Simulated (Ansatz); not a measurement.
# CH₃S+ (SMILES C=[SH+]): one structure at several levels

The task here is to estimate one member of a computed series from the others.

Method: single points in def2-TZVPP; program: Ansatz 0.2.0, Gaussian basis.

Correlated methods freeze the cores.

## Where the work starts

SMILES `C=[SH+]`, 5 atoms, charge 1, spin multiplicity 1.

Atoms are counted from 1 here; the program's logs count them from 0.

Bond lengths: C1–S2 1.535 Å, C1–H3 1.104 Å, C1–H4 1.045 Å, S2–H5 1.433 Å. Angles: S2–C1–H3 119.0°, S2–C1–H4 127.7°, H3–C1–H4 113.2°, C1–S2–H5 96.6°.

Coordinates:

```xyz
5
charge 1, multiplicity 1
C    -0.23000   -0.46790    0.06350
S     0.96760    0.44560    0.36130
H    -0.33670   -1.41010    0.62800
H    -1.03240   -0.27970   -0.57820
H     0.55730    1.53430   -0.47570
```

The first run:

The input, run/in.yaml:

```yaml
crystal:
  periodic: [false, false, false]
  atoms:
    - {symbol: C, position_ang: [-0.230000, -0.467900, 0.063500]}
    - {symbol: S, position_ang: [0.967600, 0.445600, 0.361300]}
    - {symbol: H, position_ang: [-0.336700, -1.410100, 0.628000]}
    - {symbol: H, position_ang: [-1.032400, -0.279700, -0.578200]}
    - {symbol: H, position_ang: [0.557300, 1.534300, -0.475700]}
basis:
  gaussian: {orbitals: def2-TZVPP}
total_charge: 1
correlation: {method: ccsd_t}
output: {forces: true}
```

The command line of these runs was not kept.

Steps of the session up to this table: CCSD(T)/def2-TZVPP; PBE0-D4/def2-TZVPP; wB97M-V/def2-TZVPP; r2SCAN-D4/def2-TZVPP; PBE-D4/def2-TZVPP; CAM-B3LYP-D4/def2-TZVPP; HSE06-D4/def2-TZVPP.

One of the session's tables, all rows but one given; the rest of the session is left out.

```
      method  RMS force component (eV/Å)  angle to CCSD(T) forces (°)
     CCSD(T)                       1.775                    reference
     PBE0-D4                       1.560                          4.9
     wB97M-V                       1.572                          4.8
   r2SCAN-D4                       1.593                          3.1
      PBE-D4                       1.624                          6.5
CAM-B3LYP-D4                       1.538                          6.4
    HSE06-D4                           ?                            ?
```

Estimate the missing values for HSE06-D4.

The run gave: RMS force component (eV/Å): 1.562; angle to CCSD(T) forces (°): 4.8. In the column «RMS force component (eV/Å)» it lies between PBE0-D4 (1.560) and wB97M-V (1.572).
